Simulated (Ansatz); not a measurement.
This Ansatz (a program for electronic structure) input (PBE/aug-cc-pV(T+d)Z) gives -460.63592 Eh with 78 basis functions. A basis named .json is the Basis Set Exchange file of that set (core-valence sets with the plain set on hydrogen).

Ansatz 0.2 input:
```yaml
crystal:
  periodic: [false, false, false]
  atoms:
    - {symbol: Cl, position_ang: [-0.00000000, -0.00000000, -0.07122178]}
    - {symbol: H, position_ang: [0.00000000, 0.00000000, 1.21077034]}
basis:
  gaussian:
    orbitals: aug-cc-pV_T+d_Z.json
hamiltonian:
  xc: {name: PBE}
magnetization: {spin_polarized: false}
```

Change:
```diff
- orbitals: aug-cc-pV_T+d_Z.json
+ orbitals: STO-3G
```

Task: What does the run give now?

Result: -455.55376 Eh (PBE/STO-3G, 10 functions), a change of +5082.16 mEh.
